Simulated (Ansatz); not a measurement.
**Worked example: MgH(CH3) → CH3 + MgH**

Species: MgH(CH3), singlet; CH3 (methyl radical) `[CH3]`, doublet; MgH, doublet. 

Shapes, held fixed at every level: PBE0-D4/def2-TZVP. Programs: Ansatz 0.2.0. The zero-point and thermal change to 298 K, harmonic and unscaled (PBE0-D4/def2-TZVP), is -10.1 kJ/mol.

At CCSD(T)/def2-TZVPP; 1 Eh = 2625.50 kJ/mol:

| species | energy (Eh) |
| --- | --- |
| MgH(CH3) | -240.223093 |
| CH3 | -39.761719 |
| MgH | -200.357447 |

**Question.** Work out ΔH(298 K) of the reaction at this level.

**Answer.** 
1. Products less reactants: (-39.761719) + (-200.357447) − [(-240.223093)] = 0.103927 Eh = +272.9 kJ/mol.
2. With the thermal change: +272.9 + (-10.1) = +262.8 kJ/mol.

Other levels give +242.7 (BHLYP-D4/def2-TZVPP) to +278.8 kJ/mol (wB97M-V/def2-TZVPP). No measured value is set beside it here. Open shells run unrestricted unless RO is named. Correlated rows may include outer-core shells of Mg, which these sets cover unevenly.
